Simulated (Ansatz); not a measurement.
# One shape, several levels: quartet CH5BN

Aim: a comparison of 6 runs (U-r2SCAN/def2-SVPD, U-wB97M-V/def2-SVPD, U-wB97X/def2-SVPD, UB3LYP/def2-SVPD, UPBE/def2-SVPD, USVWN5/def2-SVPD) of quartet CH5BN. 

Program for the calculation: Ansatz 0.2.0.

61 further runs of the same task are left out: 61 set aside as unsound or not needed.

**1. The molecule**

CH5BN has 8 atoms, charge 0, and is taken as a quartet. SMILES of the parent species: `B[N]C`. The coordinates come from a PBE0-D4/def2-TZVP relaxation. That shape belongs to the parent species and isn't relaxed for this state.

Bond lengths: B1–N2 1.332 Å, N2–C3 1.390 Å, B1–H4 1.210 Å, B1–H5 1.203 Å, C3–H6 1.096 Å, C3–H7 1.096 Å, C3–H8 1.102 Å. Angles: B1–N2–C3 164.6°, N2–B1–H4 118.7°, N2–B1–H5 121.1°, N2–C3–H6 112.2°, N2–C3–H7 112.2°, N2–C3–H8 109.0°, H4–B1–H5 120.3°, H6–C3–H7 109.2°, H6–C3–H8 107.0°, H7–C3–H8 107.0°.

**2. The energy at U-r2SCAN/def2-SVPD (run 1)**

run.yaml reads:

```yaml
crystal:
  periodic: [false, false, false]
  atoms:
    - {symbol: B, position_ang: [-0.373900, 1.096100, -0.965000]}
    - {symbol: "N", position_ang: [0.058500, 0.275600, -0.008700]}
    - {symbol: C, position_ang: [0.339600, -0.835900, 0.776800]}
    - {symbol: H, position_ang: [-1.007800, 0.632300, -1.885400]}
    - {symbol: H, position_ang: [-0.143000, 2.276400, -0.921600]}
    - {symbol: H, position_ang: [-0.096400, -0.755000, 1.778600]}
    - {symbol: H, position_ang: [1.416200, -1.018200, 0.865300]}
    - {symbol: H, position_ang: [-0.101000, -1.728600, 0.304400]}
basis:
  gaussian:
    orbitals: def2-SVPD
magnetization:
  spin_polarized: true
  initial_magnetization: 3
hamiltonian:
  xc: {name: r2SCAN}
accuracy: high
output:
  orbitals: {seedname: orbitals}
```

The run is started by

```sh
$ ansatz run run.yaml --threads 1 --pin off --max-ram 3480MiB --events-out events.jsonl --progress --plain --runs-dir runs
```

Log:

```text
Warning: RAYON_NUM_THREADS=1 ignored (pool sized by the plan → 1); use --threads N
Functional definition: r2SCAN
  name "r2SCAN"
  parameter k0 = 0.174
  parameter k1 = 0.065
  parameter a1 = 4.9479
  exchange = r2scan_x(k0 = k0, k1 = k1, a1 = a1)
  correlation = r2scan_c
2079 factors; integrals over basis functions are off by at most 3.1e-9 eV
mean field evaluation 1: about -3270.0239 eV, gradient 2.6e1 eV
mean field evaluation 2: about -3265.0548 eV, gradient 3.2e1 eV
mean field evaluation 4: about -3273.9316 eV, gradient 3.6e0 eV
mean field evaluation 8: about -3274.0548 eV, gradient 1.7e-1 eV
mean field evaluation 16: about -3274.0550 eV, gradient 5.4e-5 eV
mean field -3274.05498007 eV, -120.3193012835 hartree, gradient 4.1e-8 eV, S^2 3.767000; 0 other end points of the search recorded, 0 dependent functions left out
reference -3274.05498285 eV, -120.3193013855 hartree; 13, 10 occupied and 87, 90 virtual orbitals, 2079 factors
Total energy: -3274.05498285 eV, -120.3193013855 hartree
```

It took 29 s on 1 thread of Arm Neoverse N1, shared host; peak memory 0.42 GiB.

**3. A single-point energy at U-wB97M-V/def2-SVPD (run 2)**

molecule.yaml reads:

```yaml
crystal:
  periodic: [false, false, false]
  atoms:
    - {symbol: B, position_ang: [-0.373900, 1.096100, -0.965000]}
    - {symbol: "N", position_ang: [0.058500, 0.275600, -0.008700]}
    - {symbol: C, position_ang: [0.339600, -0.835900, 0.776800]}
    - {symbol: H, position_ang: [-1.007800, 0.632300, -1.885400]}
    - {symbol: H, position_ang: [-0.143000, 2.276400, -0.921600]}
    - {symbol: H, position_ang: [-0.096400, -0.755000, 1.778600]}
    - {symbol: H, position_ang: [1.416200, -1.018200, 0.865300]}
    - {symbol: H, position_ang: [-0.101000, -1.728600, 0.304400]}
basis:
  gaussian:
    orbitals: def2-SVPD
output: {orbitals: {seedname: orbitals}}
accuracy: high
magnetization:
  spin_polarized: true
  initial_magnetization: 3
hamiltonian:
  xc: {name: wB97M-V}
```

The run is started by

```sh
$ ansatz run molecule.yaml --threads 1 --pin off --max-ram 3480MiB --events-out events.jsonl --progress --plain --runs-dir runs
```

Log, shortened:

```text
Warning: RAYON_NUM_THREADS=1 ignored (pool sized by the plan → 1); use --threads N
Functional definition: wB97M-V
  name "wB97M-V"
[...]
  gx(w, u) = 1 - cx + cx01*u + cx10*w
  gss(w, u) = css00 + css04*u^4 + css10*w + css20*w^2 + css43*w^4*u^3
  gos(w, u) = cos00 + cos10*w + (cos20 + cos21*u)*w^2 + (cos60 + cos61*u)*w^6
[...]
      + integral(e_c_pw_mod_opposite_spin*gos(b97_w_opposite, b97_u_opposite)) + vv10(b, c)
2079 factors; integrals over basis functions are off by at most 3.1e-9 eV
426 factors; integrals over basis functions are off by at most 1.9e-9 eV
[...]
mean field -3273.67698357 eV, -120.3054101682 hartree, gradient 8.8e-8 eV, S^2 3.759420; 2 other end points of the search recorded, 0 dependent functions left out
reference -3273.67698823 eV, -120.3054103393 hartree; 13, 10 occupied and 87, 90 virtual orbitals, 2079 factors
Total energy: -3273.67698823 eV, -120.3054103393 hartree
```

Run time: 2.4 min. Hardware: 1 thread of Arm Neoverse N1, shared host; peak memory 0.88 GiB.

Runs 3 to 5 aren't shown in full; the table further down has their settings and results.

**4. A single-point energy at USVWN5/def2-SVPD (run 6)**

job.yaml reads:

```yaml
crystal:
  periodic: [false, false, false]
  atoms:
    - {symbol: B, position_ang: [-0.373900, 1.096100, -0.965000]}
    - {symbol: "N", position_ang: [0.058500, 0.275600, -0.008700]}
    - {symbol: C, position_ang: [0.339600, -0.835900, 0.776800]}
    - {symbol: H, position_ang: [-1.007800, 0.632300, -1.885400]}
    - {symbol: H, position_ang: [-0.143000, 2.276400, -0.921600]}
    - {symbol: H, position_ang: [-0.096400, -0.755000, 1.778600]}
    - {symbol: H, position_ang: [1.416200, -1.018200, 0.865300]}
    - {symbol: H, position_ang: [-0.101000, -1.728600, 0.304400]}
basis:
  gaussian:
    orbitals: def2-SVPD
magnetization:
  spin_polarized: true
  initial_magnetization: 3
hamiltonian:
  xc: {name: SVWN5}
accuracy: high
output:
  orbitals: {seedname: orbitals}
```

The run is started by

```sh
$ ansatz run job.yaml --threads 1 --pin off --max-ram 3480MiB --events-out events.jsonl --progress --plain --runs-dir runs
```

Log:

```text
Warning: RAYON_NUM_THREADS=1 ignored (pool sized by the plan → 1); use --threads N
Functional definition: SVWN5
  name "SVWN5"
  exchange = slater_x
  correlation = vwn5_c
2079 factors; integrals over basis functions are off by at most 3.1e-9 eV
mean field evaluation 1: about -3239.4117 eV, gradient 3.1e1 eV
mean field evaluation 2: about -3231.2231 eV, gradient 4.3e1 eV
mean field evaluation 4: about -3245.0717 eV, gradient 3.6e0 eV
mean field evaluation 8: about -3245.1869 eV, gradient 1.2e-1 eV
mean field evaluation 16: about -3245.1869 eV, gradient 1.7e-5 eV
mean field evaluation 32: about -3245.1283 eV, gradient 2.1e0 eV
mean field -3245.18693668 eV, -119.2584202563 hartree, gradient 7.1e-8 eV, S^2 3.754693; 3 other end points of the search recorded, 0 dependent functions left out
reference -3245.18694021 eV, -119.2584203859 hartree; 13, 10 occupied and 87, 90 virtual orbitals, 2079 factors
Total energy: -3245.18694021 eV, -119.2584203859 hartree
```

Wall time 10 s (1 thread of Arm Neoverse N1, shared host); peak memory 0.3 GiB.

**5. All runs side by side**

| run | level | energy (Eh) | HOMO energy (eV) | ⟨S²⟩ | wall time |
| --- | --- | --- | --- | --- | --- |
| 1 | U-r2SCAN/def2-SVPD | -120.319301 | -1.79 | 3.767 | 29 s |
| 2 | U-wB97M-V/def2-SVPD | -120.305410 | -4.29 | 3.759 | 2.4 min |
| 3 | U-wB97X/def2-SVPD | -120.342773 | -4.53 | 3.764 | 73 s |
| 4 | UB3LYP/def2-SVPD | -120.396797 | -2.21 | 3.761 | 19 s |
| 5 | UPBE/def2-SVPD | -120.223805 | -1.53 | 3.757 | 18 s |
| 6 | USVWN5/def2-SVPD | -119.258420 | -1.51 | 3.755 | 10 s |

**6. Outcome**

```
                                 quantity          value
                      run 6: total energy  -119.25842 Eh
run 6: HOMO energy (highest over α and β)       -1.51 eV
                              run 6: ⟨S²⟩          3.755
```

What this shows: Totals of different functionals can't be ranked against each other. All runs together took 4.8 min, the longest 2.4 min.
